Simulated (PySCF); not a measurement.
# C4H12Si: the cost of one run

Programs: PySCF 2.14.0, with density-fitted response routines of our own. Each step states its level of theory. These are calculated values for one molecule in the gas phase, unless marked as measured. Atoms are numbered from 0 throughout.

### Step 1. The starting structure

17 atoms, charge 0, multiplicity 1; geometry from: GFN2-xTB.

Bonds of the start (Å): C0–Si1 1.91, Si1–C2 1.91, Si1–C3 1.91, Si1–C4 1.91, C0–H5 1.09, C0–H6 1.09, C0–H7 1.09, C2–H8 1.09, C2–H9 1.09, C2–H10 1.09, C3–H11 1.09, C3–H12 1.09, C3–H13 1.09, C4–H14 1.09, C4–H15 1.09, C4–H16 1.09.

### Step 2. Relaxing the molecule at PBE0-D3(BJ)/def2-SVP

The job: settings as JSON, then the geometry in Å.

```
{"job": {"xc": "PBE0", "basis": "def2-SVP", "d3": "d3bj", "grid": 1, "kind": "geom"}, "charge": 0, "multiplicity": 1}
C     -0.193700    -1.257380    -1.422950
Si    -0.001090     0.002810    -0.002090
C     -0.067740     1.776660    -0.705390
C     -1.418140    -0.240790     1.253750
C      1.675660    -0.272050     0.869060
H     -1.184230    -1.207660    -1.864780
H     -0.043170    -2.273990    -1.072290
H      0.527070    -1.074100    -2.214300
H      0.186260     2.510530     0.053380
H     -1.058930     2.019980    -1.075830
H      0.628060     1.906850    -1.528700
H     -2.390000    -0.114070     0.785790
H     -1.393230    -1.235410     1.688860
H     -1.351860     0.473790     2.068570
H      1.705600    -1.234260     1.371600
H      2.496600    -0.248570     0.158860
H      1.868830     0.491710     1.616640
```

Run with:

```sh
> OMP_NUM_THREADS=1 python probes_run.py task.json out
```

This one command runs all jobs of the session in turn.

Q: Estimate the wall time and peak memory of this first job on 1 thread of Intel Xeon 6975P-C, shared host.

About 33 s, with a peak of 0.59 GiB.
